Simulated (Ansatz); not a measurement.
FH2Si, SMILES F[SiH2], a composite energy at a relaxed geometry

Computed with Ansatz's Python interface.

Notebook, run cell by cell (the value of a cell's last expression is shown):

In [1]:
```python
import itertools

import ansatz as az
from ase import Atoms
from ase.data import atomic_numbers, covalent_radii
import numpy as np
```

In [2]:
```python
atoms = Atoms(["F", "Si", "H", "H"], positions=[
    [1.20559, 0.64754, -0.42551],
    [-0.12215, -0.26492, -0.24687],
    [-1.21993, 0.67852, -0.26164],
    [0.13649, -1.06114, 0.93402],
])
fh2si = az.Crystal.molecule_from_ase(atoms)

job = (
    fh2si.calculation()
    .basis(gaussian="def2-SVP")
    .functional("B3LYP")
    .spin("collinear", total=1)
    .scf(lower_state_search="standard")
)
symbols = [site.symbol for site in fh2si.cartesian_sites]
start = np.array([site.position_ang for site in fh2si.cartesian_sites], dtype=float)
data = job.relax(force_tolerance=0.01).run().report
end = np.array(data["positions_ang"])
# pairs closer than 1.2 times the sum of covalent radii, before or after
radius = [covalent_radii[atomic_numbers[s]] for s in symbols]
span = lambda where, i, j: np.linalg.norm(where[i] - where[j])
bonded = [(i, j) for i, j in itertools.combinations(range(len(symbols)), 2) if min(span(start, i, j), span(end, i, j)) < 1.2 * (radius[i] + radius[j])]
print("pair        before    after (A)")
for i, j in bonded:
    print(f"{symbols[i]}{i}-{symbols[j]}{j}".ljust(10), f"{span(start, i, j):8.4f} {span(end, i, j):8.4f}")
```
```text
pair        before    after (A)
F0-Si1       1.6209   1.6330
Si1-H2       1.4476   1.4976
Si1-H3       1.4475   1.4976
```

In [3]:
```python
minimum = az.Crystal.molecule()
for symbol, place in zip(symbols, end):
    minimum = minimum.atom(symbol, place.tolist())
at_minimum = minimum.calculation().spin("collinear", total=1)
# MP2 extrapolated to the basis limit, plus the small-basis difference CCSD(T) - MP2
level = lambda method, basis: at_minimum.basis(gaussian=basis).correlation(method).run().report
small, large, cluster = level("mp2", "cc-pVDZ"), level("mp2", "cc-pVTZ"), level("ccsd_t", "cc-pVDZ")
corr = lambda each: (each["free_energy_ev"] - each["reference_energy_ev"]) / 27.211386246
mp2_limit = (27 * corr(large) - 8 * corr(small)) / 19
pieces = {"HF / cc-pVTZ": large["reference_energy_ev"] / 27.211386246, "MP2 correlation, DZ-TZ limit": mp2_limit, "CCSD(T) - MP2 / cc-pVDZ": corr(cluster) - corr(small)}
for name, value in pieces.items():
    print(f"{name:32s} {value:14.6f} Ha")
print(f"{'sum':32s} {sum(pieces.values()):14.6f} Ha")
print("T1 diagnostic", round(cluster["correlation"]["coupled_cluster"]["t1_diagnostic"], 4))
```
```text
HF / cc-pVTZ                        -389.599358 Ha
MP2 correlation, DZ-TZ limit          -0.394801 Ha
CCSD(T) - MP2 / cc-pVDZ               -0.024901 Ha
sum                                 -390.019060 Ha
T1 diagnostic 0.0146
```

These settings explore the input space; basis and method may be short of convergence. The sum leaves out core correlation, relativity, the Hartree-Fock basis error and zero-point energy; a DZ-TZ extrapolation is rough. The run takes the species as open-shell (spin multiplicity 2), which needn't be its ground state. b3lyp holds the VWN-RPA fit, as in Gaussian; the form of ORCA and Turbomole is b3lyp5. Inner cores stay frozen, so this is valence correlation. For Al to Cl the sets with a tight d function, cc-pV(X+d)Z, are usual. An extrapolation from small basis sets is rough. Run time: 8.7 s on 1 thread of Arm Neoverse V2, with other jobs on the host, peak memory 0.2 GiB.
